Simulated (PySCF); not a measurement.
Compound: C4H5NO (charge -1 and doublet state).
Structure used (GFN2-xTB), in Å, numbered top down from 1:
```xyz
11
C4H5NO angstrom
C     -1.4842   -0.2489   -0.0180
C     -0.0121    0.0079    0.0162
C      0.6164    1.2735    0.1316
O      2.0185    1.0391    0.1041
N      2.2354   -0.3795    0.1052
C      1.0052   -0.9218    0.0610
H     -1.6899   -1.2386   -0.4323
H     -1.9942    0.4975   -0.6340
H     -1.9312   -0.2052    0.9836
H      0.3234    2.1790   -0.3949
H      0.9181   -2.0004    0.0514
```

Identity: `CC1=CO[N][CH-]1` [radical] (charge -1).

Method: UKS B3LYP, pcH-1 on C H N O, non-relativistic, mean-field spin-orbit, GIAO in PySCF 2.14.0. Whether the extra electron is bound in the gas phase wasn't checked; a finite basis holds it in any case. The geometry wasn't refined by DFT: couplings that depend on bond lengths, twists or pyramidal angles can differ widely from those at the functional's own minimum, by a factor of two or more for some ions and for spin on atoms past the first row. The SCF solution wasn't tested for stability.

(1) What is the g tensor, term by term?

(2) Average each term over the three axes. Which is largest in size?

(3) What are the electron Larmor frequencies g μB B/h along the three axes at 340 mT?

(4) In a frozen sample, at which fields do the three g values resonate at 9.5, 34, 94 and 263 GHz (hyperfine left aside), and which band first spreads them over more than twice a line width of 0.5 mT?

## Answers

(1) 
```json
{"Δg (ppm)": "relativistic mass correction", "1": "-227", "2": "-227", "3": "-227"}
{"Δg (ppm)": "gauge correction", "1": "2", "2": "22", "3": "34"}
{"Δg (ppm)": "orbital Zeeman/spin–orbit", "1": "-171", "2": "2567", "3": "3295"}
{"Δg (ppm)": "total", "1": "-396", "2": "2362", "3": "3102"}
```

So g = 2.00192, 2.00468, 2.00542 and g_iso = 2.00401; the tensor is rhombic: the two nearest values differ by 21 % of g3 − g1. Axes: g2 points within 13° of the C3–O4 bond and g3 points within 10° of the O4–N5 bond.

(2) The orbital-Zeeman/spin–orbit term 1897, the mass correction -227 and the gauge correction 19 ppm, for a total of 1689 ppm. The orbital-Zeeman/spin–orbit term is the largest in size. The mass correction is the same along every axis, so the anisotropy comes from the other two: their spans along these axes are 32 (gauge) and 3467 ppm (orbital Zeeman/spin–orbit).

(3) 9.5266, 9.5397, 9.5432 GHz for g1, g2 and g3, a range of 16.6 MHz.

(4) 
```csv
band,GHz,B(g3) mT,B(g2) mT,B(g1) mT,spread mT
X,9.5,338.46,338.58,339.05,0.59
Q,34.0,1211.33,1211.78,1213.44,2.12
W,94.0,3348.97,3350.20,3354.82,5.85
J,263.0,9369.98,9373.44,9386.35,16.37
```

The spread grows in proportion to the frequency. Q band is the first where it exceeds 1.0 mT.

The Mulliken spin populations are largest on C3 (+0.48), N5 (+0.32) and O4 (+0.15).

The HOMO–LUMO gaps are 2.40 eV among the α and 5.48 eV among the β orbitals.

Time: 27 s wall (with the writing of density and orbital grids); peak memory 0.78 GiB. Hardware: one thread, Arm Neoverse V2 (aarch64), on a shared host.

The SMILES draws the unpaired electron on N5; the largest computed Mulliken spin population is on C3 (0.48 against 0.32).
